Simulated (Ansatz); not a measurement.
Working through a ranking of conformers of C4H8O, SMILES C=CCOC

With the Ansatz DFT code, driven from Python.

Notebook, run cell by cell (the value of a cell's last expression is shown):

In [1]:
```python
import ansatz as az
from rdkit import Chem
from rdkit.Chem import AllChem
```

In [2]:
```python
rd = Chem.AddHs(Chem.MolFromSmiles('C=CCOC'))
ids = list(AllChem.EmbedMultipleConfs(rd, numConfs=20, randomSeed=493, pruneRmsThresh=0.4))
field = [energy for _, energy in AllChem.MMFFOptimizeMoleculeConfs(rd)]
distinct = {round(e, 2): i for i, e in zip(ids, field)}
chosen = sorted(distinct.items())[:3]
found = []
for force_field, index in chosen:
    molecule = az.Crystal.molecule()
    for atom, xyz in zip(rd.GetAtoms(), rd.GetConformer(index).GetPositions()):
        molecule = molecule.atom(atom.GetSymbol(), xyz.round(5).tolist())
    calc = (
        molecule.calculation()
        .basis(gaussian='6-31G*')
        .functional('r2scan', dispersion='d3bj')
    )
    found.append(calc.run(threads=1).report['free_energy_ev'])
print('conformer   MMFF (kcal/mol)   this level (eV)')
for (force_field, index), e in zip(chosen, found):
    print(f'{index:9d} {force_field - chosen[0][0]:17.2f} {(e - min(found)):17.3f}')
```
```text
DeckWarning: the engine holds no damping parameters fitted to this dispersion correction and functional, so the run takes those fitted to r2scan beside the three-body term, which d3bj leaves out (hamiltonian.dispersion, under Limitations)
conformer   MMFF (kcal/mol)   this level (eV)
        3              0.00             0.021
        4              0.16             0.000
        1              1.58             0.076
```

Warnings are shown shortened and without file and line. The conformers keep their force-field geometries. A dispersion term here runs with damping parameters fitted for another variant or functional. Finished in 24 s on 1 thread of Arm Neoverse N1, on a shared host, peak memory 0.27 GiB.
